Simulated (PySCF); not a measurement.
Atom-mapped SMILES (the numbers label the heavy atoms): `[O:1]=[P@H:2]([O-:3])[OH:4]`. Hydrogens are named by the atom that carries them.

Geometry: PBE0-D3(BJ)/def2-SVP; GIAO shifts from PySCF 2.14.0 with density-fitted response routines, gas phase, non-relativistic, averaged over equivalent atoms.

At PBE0/pcSseg-1 (85 basis functions, 5.3 s wall time on 1 thread of an Intel Xeon Platinum 8259CL, shared host):
| atoms | δ (ppm) |
| --- | --- |
| O1/O3 | 199.9 |
| O4 | 144.5 |
| P2 | -8.7 |
| H(P2) | 7.40 |
| H(O4) | 1.17 |

Chemical shifts δ = σref − σ; H2O for ¹⁷O (334.56 ppm); ³¹P (310.13 ppm) against H3PO4; TMS for ¹H (31.27 ppm), all at this level.

Estimate the result of repeating the calculation with B3LYP/pcSseg-2.

Results:


| atoms | δ at B3LYP/pcSseg-2 | change |
| --- | --- | --- |
| O1/O3 | 193.5 | -6.4 |
| O4 | 153.4 | +8.9 |
| P2 | -7.7 | +1.0 |
| H(P2) | 7.61 | +0.21 |
| H(O4) | 1.77 | +0.60 |

Scale: H2O for ¹⁷O (σref 325.85); H3PO4 for ³¹P (σref 283.32); TMS for ¹H (σref 31.39) (reference shieldings calculated alike).

The largest change is at O4 (oxygen bonded to P, H). Cost: 179 basis functions, 15 s wall time on 1 thread of an Intel Xeon Platinum 8259CL, shared host.

Experimental scales use liquid or dissolved standards, which lie at an offset from isolated H2O (liquid H2O: subtract about 36 ppm) and H3PO4.
